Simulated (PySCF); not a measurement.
Molecule: `C[CH2][AlH2]`, C2H7Al.

Atoms are numbered as in `[CH3:1][CH2:2][AlH2:3]`; H(Xn) means a hydrogen on atom n.

Geometry PBE0-D3(BJ)/def2-SVP throughout; GIAO in PySCF 2.14.0 with density-fitted response routines, gas phase, one conformer, non-relativistic; equivalent atoms averaged; basis pcSseg-2.

(1) How do the absolute shieldings σ depend on the functional? (ppm; last column core-seconds on shared hosts with different chips, so compare them loosely; the GGAs took longer than the global hybrids here, which isn't the general rule, and the cause wasn't traced)

(2) Which nucleus moves most, in ppm?

Results:

(1) 
```csv
functional,kind,C1,C2,Al3,H(Al3),H(C1),H(C2),core-s
HF,Hartree–Fock,179.8,186.0,328.7,26.83,30.53,31.56,8.9
LDA,LDA,171.0,165.4,189.0,24.73,29.50,30.07,16
PBE,GGA,167.8,166.1,236.4,25.53,29.91,30.58,52
BLYP,GGA,162.5,160.6,231.4,25.85,30.06,30.79,20
BP86,GGA,167.4,166.1,237.4,25.59,29.96,30.64,20
OPBE,GGA,172.1,174.7,291.6,25.87,30.00,30.71,21
KT2,GGA,170.2,168.2,256.9,25.53,29.88,30.53,21
KT3,GGA,168.1,169.2,289.9,26.13,30.08,30.81,20
B97-D,GGA,166.2,166.9,273.9,26.04,30.11,30.87,21
B3LYP,global hybrid,167.2,167.4,250.7,26.06,30.13,30.92,15
PBE0,global hybrid,172.8,174.0,262.4,25.86,30.03,30.80,14
mPW1PW91,global hybrid,172.0,173.5,265.1,25.97,30.09,30.87,14
WP04,global hybrid,158.3,163.3,297.5,27.33,30.48,31.34,14
B97-2,global hybrid,171.3,173.7,282.0,26.15,30.14,30.94,13
BHandHLYP,global hybrid,172.7,175.2,278.2,26.38,30.24,31.13,12
CAM-B3LYP,range-separated hybrid,171.7,172.4,247.8,26.05,30.11,30.93,18
wB97X-D,range-separated hybrid,173.2,175.5,267.6,26.10,30.17,30.98,17
LC-wPBE,range-separated hybrid,178.5,181.9,266.9,26.17,30.19,31.01,22
```

(2) Al3 (aluminium bonded to C, 2 H): from 189.0 ppm with LDA to 328.7 ppm with HF. The smallest spread is 1.03 ppm, at H(C1). Proton shifts span only some 12 ppm, so a few tenths of a ppm matter as much there as several ppm in carbon.
